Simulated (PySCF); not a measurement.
Computed with B3LYP-D3(BJ)/def2-TZVP (PySCF 2.14.0). All species are isolated molecules in the gas phase. B3LYP has the VWN-RPA correlation part, as in Gaussian. 

Reference species (SMILES): `[SiH4]` (neutral, multiplicity 1).

```json
{
  "HOMO": "-9.67 eV"
}
```

Changed species: `F[Si](F)(F)F` (4 of 4 H replaced by F; the reference has 0 of 4 H replaced by F).

Problem. Give the shifts of the HOMO.

Solution. the HOMO decreases by 2.78 eV, to -12.45 eV.
